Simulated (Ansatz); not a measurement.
I need a composite energy at a relaxed geometry of C2H5B, SMILES B[C]C. Use Ansatz's Python interface. Use (for the species named): B3LYP, def2-SVP basis, multiplicity 3, D4 dispersion.

Input file `c2h5b.xyz`:
```text
8

B     1.42310   -0.14130    0.22370
C    -0.00800   -0.15110    0.91990
C    -1.11910    0.09740   -0.08860
H     1.67820   -0.92750   -0.62050
H     2.23590    0.64690    0.55950
H    -0.99030    1.08990   -0.57120
H    -1.12570   -0.69900   -0.86330
H    -2.09400    0.08470    0.44050
```

`composite_c2h5b.py`
```python
"""Relax C2H5B cheaply, then refine its energy."""

import itertools

import ansatz
from ase.data import atomic_numbers, covalent_radii
import numpy as np

system = ansatz.Crystal.molecule_from_extxyz("c2h5b.xyz")

model = (
    system.calculation()
    .basis(gaussian="def2-SVP")
    .functional("b3lyp", dispersion="d4")
    .spin("collinear", total=2)
    .scf(lower_state_search="off")
)
symbols = [site.symbol for site in system.cartesian_sites]
start = np.array([site.position_ang for site in system.cartesian_sites], dtype=float)
rep = model.relax(force_tolerance=0.01, max_steps=100).run(threads=1).report
end = np.array(rep["positions_ang"])
# pairs closer than 1.2 times the sum of covalent radii, before or after
radius = [covalent_radii[atomic_numbers[s]] for s in symbols]
span = lambda where, i, j: np.linalg.norm(where[i] - where[j])
bonded = [(i, j) for i, j in itertools.combinations(range(len(symbols)), 2) if min(span(start, i, j), span(end, i, j)) < 1.2 * (radius[i] + radius[j])]
print("pair        before    after (A)")
for i, j in bonded:
    print(f"{symbols[i]}{i}-{symbols[j]}{j}".ljust(10), f"{span(start, i, j):8.4f} {span(end, i, j):8.4f}")
for first, second in list(itertools.combinations(bonded, 2)):
    shared = set(first) & set(second)
    if shared and symbols[(j := shared.pop())] != "H":
        i, k = sorted((set(first) | set(second)) - {j})
        u, v = end[i] - end[j], end[k] - end[j]
        angle = np.degrees(np.arccos(np.clip(u @ v / np.linalg.norm(u) / np.linalg.norm(v), -1, 1)))
        print(f"final angle {symbols[i]}{i}-{symbols[j]}{j}-{symbols[k]}{k}: {angle:.2f} deg")

minimum = ansatz.Crystal.molecule()
for symbol, place in zip(symbols, end):
    minimum = minimum.atom(symbol, place.tolist())
at_minimum = minimum.calculation().spin("collinear", total=2)
# MP2 extrapolated to the basis limit, plus the small-basis difference CCSD(T) - MP2
level = lambda method, basis: at_minimum.basis(gaussian=basis).correlation(method).run(threads=1).report
small, large, cluster = level("mp2", "cc-pVDZ"), level("mp2", "cc-pVTZ"), level("ccsd_t", "cc-pVDZ")
corr = lambda each: (each["free_energy_ev"] - each["reference_energy_ev"]) / 27.211386246
mp2_limit = (27 * corr(large) - 8 * corr(small)) / 19
pieces = {"HF / cc-pVTZ": large["reference_energy_ev"] / 27.211386246, "MP2 correlation, DZ-TZ limit": mp2_limit, "CCSD(T) - MP2 / cc-pVDZ": corr(cluster) - corr(small)}
for name, value in pieces.items():
    print(f"{name:32s} {value:14.6f} Ha")
print(f"{'sum':32s} {sum(pieces.values()):14.6f} Ha")
print("T1 diagnostic", round(cluster["correlation"]["coupled_cluster"]["t1_diagnostic"], 4))
```

```console
$ python composite_c2h5b.py
pair        before    after (A)
B0-C1        1.5915   1.5004
B0-H3        1.1815   1.2165
B0-H4        1.1810   1.2090
C1-C2        1.5210   1.4563
C2-H5        1.1111   1.1077
C2-H6        1.1111   1.1094
C2-H7        1.1093   1.1076
final angle C1-B0-H3: 119.75 deg
final angle C1-B0-H4: 121.44 deg
final angle B0-C1-C2: 147.11 deg
final angle H3-B0-H4: 118.81 deg
final angle C1-C2-H5: 111.06 deg
final angle C1-C2-H6: 112.84 deg
final angle C1-C2-H7: 111.15 deg
final angle H5-C2-H6: 107.73 deg
final angle H5-C2-H7: 105.96 deg
final angle H6-C2-H7: 107.78 deg
HF / cc-pVTZ                        -103.270011 Ha
MP2 correlation, DZ-TZ limit          -0.415876 Ha
CCSD(T) - MP2 / cc-pVDZ               -0.059016 Ha
sum                                 -103.744903 Ha
T1 diagnostic 0.0167
```

The settings weren't tested for convergence. The sum leaves out core correlation, relativity, the Hartree-Fock basis error and zero-point energy; a DZ-TZ extrapolation is rough. The species is open-shell (spin multiplicity 3). b3lyp holds the VWN-RPA fit, as in Gaussian; the form of ORCA and Turbomole is b3lyp5. Inner cores stay frozen, so this is valence correlation. An extrapolation from small basis sets is rough. The whole script took 18 s on 1 thread of Intel(R) Xeon(R) 6975P-C (Granite Rapids) (shared host), peak memory 0.38 GiB.

(A comment or docstring line of the script was reworded after the run, the code is as it ran; lines on the test bed's own set-up are left out of the output.)
